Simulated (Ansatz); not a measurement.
# CH3B (triplet): from Hartree-Fock to the top rungs at distance B1–C2 = 3.252 Å, cc-pVDZ

The task here is to estimate one member of a computed series from the others.

Computed with Ansatz 0.2.0, Gaussian basis. Level: cc-pVDZ, core rule «outside noble gas», up to 2 orbitals frozen.

The runs, in order: UHF; CCSD(T) on ROHF; CCSD(T) on UHF; BCCD(T) on ROHF; CISD; CCSDT(Q) on ROHF; CCSDT(Q) on UHF; CASSCF and MRCISD+Q, 4 electrons in 4 orbitals; CASSCF and NEVPT2, 4 electrons in 4 orbitals.

21 further runs of the same task are left out: 18 that didn't finish, 3 set aside as unsound or not needed.

## The geometry

The geometry derives from a PBE0/def2-TZVP stationary point (not a proven minimum). One bond is set to the value named and the two fragments are kept rigid.

5 atoms, charge 0, spin multiplicity 3.

Atoms are counted from 1 here; the program's logs count them from 0.

Bond lengths: B1–H3 1.194 Å, C2–H4 1.092 Å, C2–H5 1.087 Å. Angles: H4–C2–H5 113.6°.

Coordinates:

```
B     0.00000   -0.31413    1.75510
C     0.00000    0.19320   -1.45708
H     0.00000    0.49638    2.63137
H     0.00000    1.18650   -1.90977
H     0.00000   -0.61582   -2.18379
```

Set-up of the first run:

Contents of in.yaml:

```yaml
crystal:
  periodic: [false, false, false]
  atoms:
    - {symbol: B, position_ang: [0.000000, -0.314128, 1.755100]}
    - {symbol: C, position_ang: [0.000000, 0.193203, -1.457083]}
    - {symbol: H, position_ang: [0.000000, 0.496380, 2.631370]}
    - {symbol: H, position_ang: [0.000000, 1.186502, -1.909769]}
    - {symbol: H, position_ang: [0.000000, -0.615825, -2.183793]}
basis:
  gaussian: {orbitals: cc-pVDZ}
magnetization: {spin_polarized: true, initial_magnetization: 2}
hamiltonian: {xc: hf}
output: {orbitals: {seedname: orbitals}}
```

The run is started by

```sh
$ ansatz run in.yaml --threads 1 --pin off --events-out ev --progress --plain --max-ram 2393MiB
```

Among the steps run: UHF; CCSD(T) on ROHF; CCSD(T) on UHF; BCCD(T) on ROHF; CISD; CCSDT(Q) on ROHF; CCSDT(Q) on UHF; CASSCF and MRCISD+Q, 4 electrons in 4 orbitals; CASSCF and NEVPT2, 4 electrons in 4 orbitals.

One table of the session follows, with a row left open; its other results are not shown here.

| method | from UCCSDT(Q) (meV) |
| --- | --- |
| ROHF | +5751.4 |
| UHF | +5370.8 |
| RMP2 | +1428.7 |
| UMP2 | +1464.8 |
| CISD | ? |
| RCCSD | +127.3 |
| UCCSD | +126.4 |
| RCCSD(T) | +32.2 |
| UCCSD(T) | +33.1 |
| BCCD(T) | +32.2 |
| RCCSDT | +4.8 |
| UCCSDT | +4.4 |
| RCCSDT(Q) | +0.4 |
| UCCSDT(Q) | 0 |
| CASSCF pair | +5159.4 |
| NEVPT2 pair | +1322.7 |
| MRCISD pair | +462.7 |
| MRCISD+Q pair | +39.4 |

**Question.** Estimate the row for CISD.

**Answer.** from UCCSDT(Q) (meV): +578.2. In the column «from UCCSDT(Q) (meV)» it lies between MRCISD pair (+462.7) and NEVPT2 pair (+1322.7).

Caveats from the session: Restricted and unrestricted rows rest on different reference determinants; where their highest levels disagree by more than a few hundredths of an eV, they describe different states and don't form one ladder.
